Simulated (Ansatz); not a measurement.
`CCCl` → 2 C• + Cl• + 5 H•  (atomization)

Isolated molecules relaxed with PBE0-D4/def2-TZVP in Ansatz; ΔE leaves out vibrations. CCSD(T)/CBS adds triple-zeta CCSD(T) − MP2 to the extrapolated MP2 energy (def2 sets, frozen cores). This one scheme is used for every species, atoms too. Functionals use def2-TZVPP. Open shells (•) are unrestricted, without spin–orbit coupling. Spin–orbit coupling would lower the free atoms: a little for C, Cl.

`CCCl`:

Cartesian coordinates in Å:
```
C 0.070 -0.715 -0.346
C 0.060 0.595 0.399
Cl -1.233 1.676 -0.198
H 0.871 -1.352 0.043
H 0.242 -0.558 -1.412
H -0.878 -1.242 -0.225
H 0.994 1.140 0.276
H -0.126 0.456 1.463
```

| species | r2SCAN0 energy (Eh) |
| --- | --- |
| `CCCl` | -539.37786 |
| C• | -37.83406 |
| Cl• | -460.11637 |
| H• | -0.49987 |

Work out ΔE.

ΔE = 5 × (-0.49987) + 2 × (-37.83406) + (-460.11637) − (-539.37786) = 1.09402 Eh = +686.5 kcal/mol. CCSD(T)/CBS gives +692.2 kcal/mol.

Largest T1 diagnostic among the species: 0.009.

The D4 term adds +4.3 kcal/mol with B3LYP and +2.2 kcal/mol with PBE0; it sums over pairs of atoms, weighted by their polarisabilities, and B3LYP, whose exchange is more repulsive, gets the larger term. From PBE to PBE0 (25 % exact exchange), in def2-TZVPP and without D4, ΔE moves by −7.3 kcal/mol: exact exchange takes away binding that semilocal exchange gives to molecules. Leaving LDA and LC-ωPBE aside and taking each functional with its dispersion term where it has one, the values, not all of them listed here, spread over 27.5 kcal/mol, from BHLYP-D4 to PBE-D4. LDA lies +82.7 kcal/mol from PBE without D4, its usual overbinding.

B3LYP here is the variant with VWN-RPA as its local correlation; programs differ in this.

For atomizations the MP2-based limit and the directly extrapolated one differ by several kJ/mol either way, and by 10 to 25 for some Ge, Se and Sn compounds, so smaller differences from it don't rank the levels.
